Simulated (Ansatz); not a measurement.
Geometry optimisation, RKS B3LYP/def2-SVP (Ansatz).

The input (input.yaml):

```yaml
crystal:
  periodic: [false, false, false]
  atoms:
    - { symbol: Al, position_ang: [0.0, 0.0, 0.0] }
    - { symbol: F, position_ang: [0.0, 0.0, 1.69] }
    - { symbol: H, position_ang: [1.351, 0.0, -0.78] }
    - { symbol: C, position_ang: [-1.706, 0.0, -0.985] }
    - { symbol: H, position_ang: [-2.2662, -0.9305, -0.7558] }
    - { symbol: H, position_ang: [-2.3102, 0.8797, -0.6796] }
    - { symbol: H, position_ang: [-1.5043, 0.0508, -2.0753] }
basis:
  gaussian: { orbitals: def2-SVP }
hamiltonian:
  xc: b3lyp
relax:
  f_tol: 0.02
  max_steps: 40
```

Command:

```bash
$ ansatz run input.yaml --threads 1 --pin off --max-ram 2048MiB --backend cpu --events-out ev --progress --plain --runs-dir out
```

**Question.** Where does it end, and by what steps?

**Answer.** The forces met the threshold. After 5 steps the energy has fallen by 0.045 eV; H3 moved furthest, 0.13 Å.

```json
{"step": "0", "energy less start (eV)": "0.0000", "largest force component (eV/Å)": "0.564", "accepted": "yes"}
{"step": "1", "energy less start (eV)": "-0.0401", "largest force component (eV/Å)": "0.259", "accepted": "yes"}
{"step": "2", "energy less start (eV)": "-0.0448", "largest force component (eV/Å)": "0.063", "accepted": "yes"}
{"step": "3", "energy less start (eV)": "-0.0453", "largest force component (eV/Å)": "0.027", "accepted": "yes"}
{"step": "4", "energy less start (eV)": "-0.0453", "largest force component (eV/Å)": "0.032", "accepted": "no"}
{"step": "5", "energy less start (eV)": "-0.0454", "largest force component (eV/Å)": "0.003", "accepted": "yes"}
```

```xyz
7
Properties=species:S:1:pos:R:3
Al 0.008 0.001 -0.044
F -0.014 0.000 1.629
H 1.446 -0.003 -0.697
C -1.698 0.002 -0.982
H -2.276 -0.909 -0.746
H -2.322 0.858 -0.669
H -1.579 0.051 -2.077
```

The run took 12 s on 1 thread of Arm Neoverse V1, with other jobs on the host, peak memory 0.13 GiB.
